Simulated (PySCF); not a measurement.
Species: methylenecyclopropene, C4H4.
Numbering: `[CH2:1]=[C:2]1[CH:3]=[CH:4]1` (hydrogens: H5, H6 on C1; H7 on C3; H8 on C4)

Geometry (PBE0-D3(BJ)/def2-TZVP, Å), atoms numbered from 1 in this order:
```
atom  x, y, z in Å
C1     1.0010    0.2806   -1.0502
C2     0.1058    0.0255   -0.1081
C3    -0.6565    0.3764    1.0523
C4    -0.8589   -0.8141    0.5361
H5     1.2337   -0.4555   -1.8084
H6     1.5207    1.2292   -1.0805
H7    -0.9004    1.0922    1.8205
H8    -1.3831   -1.7546    0.5875
```

Method: PySCF 2.14.0, density-fitted response routines, TDDFT CAM-B3LYP/aug-cc-pVTZ, vertical, gas phase, core orbitals frozen in the response. Isolated species at its PBE0-D3(BJ)/def2-TZVP geometry, gas phase.

Kohn–Sham orbitals with the atoms that hold most of them (Löwdin shares over 4%, at most four atoms; ? is withheld):

```
orbital  ε (eV)                           atoms
 LUMO+2    0.56  H7 33%, H8 33%, C3 10%, C4 10%
 LUMO+1    0.42   C4 35%, C3 35%, C2 10%, H8 9%
   LUMO    0.29                               ?
   HOMO       ?                               ?
 HOMO-1  -10.07  C2 25%, C1 19%, C4 18%, C3 18%
 HOMO-2  -12.07  C3 28%, C4 28%, C2 17%, C1 13%
 HOMO-3  -12.41   C2 29%, C3 28%, C4 28%, C1 8%
```

Q: Which atoms hold the LUMO, and with what shares?

A: H8 (bonded to C) 39%; H7 (bonded to C) 39%; C4 (bonded to 2 C and H) 6%; C3 (bonded to 2 C and H) 6%. By element: hydrogen 77% or more, carbon 12% or more.

Q: Give the leading atoms of the HOMO.

A: C1 (bonded to C and 2 H) 38%; C2 (bonded to 3 C) 22%; C3 (bonded to 2 C and H) 12%; C4 (bonded to 2 C and H) 12%.

Q: What is the HOMO energy, and the HOMO–LUMO gap?

A: ε(HOMO) = -7.29 eV; the gap is 7.58 eV (0.2784 hartree).

Q: The HOMO–LUMO gap is 7.58 eV. Where does the response calculation put the lowest singlet, and from which orbitals?

A: S1 is at 4.46 eV (f = 0.014), 3.12 eV below the gap, made of HOMO→LUMO+1 (98%). Its leading pair isn't HOMO and LUMO; the energies of that pair differ by 7.71 eV. 

Q: Give energy, strength and leading configuration of S1 and S6, and follow the Löwdin shares of the leading atoms from the occupied to the empty orbital.

A: 
- S1 (4.46 eV, f 0.014), HOMO→LUMO+1 (98%): C1 38% → at most 10%, C2 22% → 10%, C4 12% → 35%, C3 12% → 35%
- S6 (6.30 eV, f 0.0000), HOMO-1→LUMO+1 (92%): C2 25% → 10%, C1 19% → at most 10%, C4 18% → 35%, C3 18% → 35%
